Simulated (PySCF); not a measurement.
LiF, SMILES [Li][F]. Geometry: PBE-D3(BJ)/def2-TZVPD.

Method: PySCF with PBE-D3(BJ)/def2-TZVPD.

Harmonic wavenumbers (cm⁻¹): 880. Rotational constants (GHz): 39.74 (linear); symmetry number 1.

### Question
Work out the zero-point energy and the ideal-gas rigid-rotor harmonic-oscillator thermochemistry at 298.15 K and 1 atm.

### Answer
ZPE = ½ Σ hcν = ½ × 880 cm⁻¹ = 1.26 kcal/mol. H − E(el) = 3.37 kcal/mol. Entropy in cal/(mol K): translation 35.70, rotation 12.03, vibration 0.15, total 47.87. G − E(el) = -10.91 kcal/mol. Cp = 7.48 cal/(mol K).
